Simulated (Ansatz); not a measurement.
Ansatz (a program for electronic structure) input (B2PLYP/def2-TZVPD):

Ansatz 0.2 input:
```yaml
crystal:
  periodic: [false, false, false]
  atoms:
    - {symbol: C, position_ang: [0.11024116, 0.06590209, 0.32628565]}
    - {symbol: C, position_ang: [-0.13743074, -0.05229680, 1.54461501]}
    - {symbol: C, position_ang: [0.03000625, -0.00054766, -1.11925553]}
    - {symbol: H, position_ang: [0.00605369, 0.99817219, -1.56053825]}
    - {symbol: H, position_ang: [0.86832098, -0.56246323, -1.53665800]}
    - {symbol: H, position_ang: [-0.89127470, -0.51405474, -1.41267451]}
basis:
  gaussian:
    orbitals: def2-TZVPD
hamiltonian:
  xc: {name: B2PLYP}
magnetization: {spin_polarized: true, initial_magnetization: 1}
correlation: {electrons: outside_noble_gas}
```

Output:

```
Functional definition: B2PLYP
integrals: 0.13 GiB planned
918 factors; integrals over basis functions are off by at most 8.4e-4 eV
mean field: 0.61 GiB planned
mean field evaluation 1: about -3146.2591 eV, gradient 2.3e1 eV
mean field evaluation 2: about -3146.2990 eV, gradient 2.3e1 eV
mean field evaluation 4: about -3148.9074 eV, gradient 3.3e0 eV
mean field evaluation 8: about -3148.9831 eV, gradient 4.6e-1 eV
mean field evaluation 16: about -3148.9910 eV, gradient 6.8e-3 eV
mean field evaluation 32: about -3148.9910 eV, gradient 4.4e-6 eV
mean field evaluation 64: about -3148.9910 eV, gradient 4.4e-6 eV
mean field -3148.99097483 eV, -115.7232838621 hartree, gradient 4.4e-6 eV, S^2 0.789342; 4 other end points of the search recorded, 0 dependent functions left out
3 core orbitals not correlated
reference -3148.99111004 eV, -115.7232888310 hartree; 8, 7 occupied and 127, 128 virtual orbitals, 918 factors
second order -14.22648227 eV of doubles, -0.00000000 eV of singles
Total energy: -3152.83226025 eV, -115.8644484977 hartree
```

It need not be the lowest isomer of its formula.
